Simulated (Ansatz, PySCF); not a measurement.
Noncovalent pair: C2H2 (SMILES C#C) (first 4 atoms) with C2H2 (SMILES C#C); geometry from A24 set.
(charge 0, multiplicity 1):
```xyz
8

H      0.0000    -1.6679    -1.7500
H      0.0000     1.6679    -1.7500
C      0.0000    -0.6034    -1.7500
C      0.0000     0.6034    -1.7500
H      0.0000    -1.6679     1.7500
H      0.0000     1.6679     1.7500
C      0.0000    -0.6034     1.7500
C      0.0000     0.6034     1.7500
```

Basis-set superposition error: the interaction energy with monomers in their own basis, and in the dimer's basis (counterpoise).

The values were computed with Ansatz (Gaussian basis) for Hartree–Fock, density functionals and correlated methods; PySCF for 6-31G* rows. Each number belongs to the level named beside it.

```tsv
level	uncorrected (kcal/mol)	counterpoise (kcal/mol)	difference
SVWN5/def2-TZVPPD	0.39	0.48	0.08
BLYP/def2-TZVPPD	2.87	2.97	0.10
revPBE/def2-TZVPPD	2.74	2.84	0.11
r2SCAN/def2-TZVPPD	1.54	1.59	0.05
BHLYP/def2-TZVPPD	2.46	2.52	0.05
CAM-B3LYP/def2-TZVPPD	2.18	2.24	0.07
wB97X-V/def2-TZVPPD	1.25	1.30	0.06
MP2/6-31G*	1.10	2.07	0.97
SCS-MP2/aug-cc-pVDZ	0.81	1.41	0.60
CCSD/aug-cc-pVDZ	1.15	1.68	0.53
```

The error is largest for MP2/6-31G* (0.97 kcal/mol) and smallest for r2SCAN/def2-TZVPPD (0.05 kcal/mol).

Ansatz is an electronic-structure program.
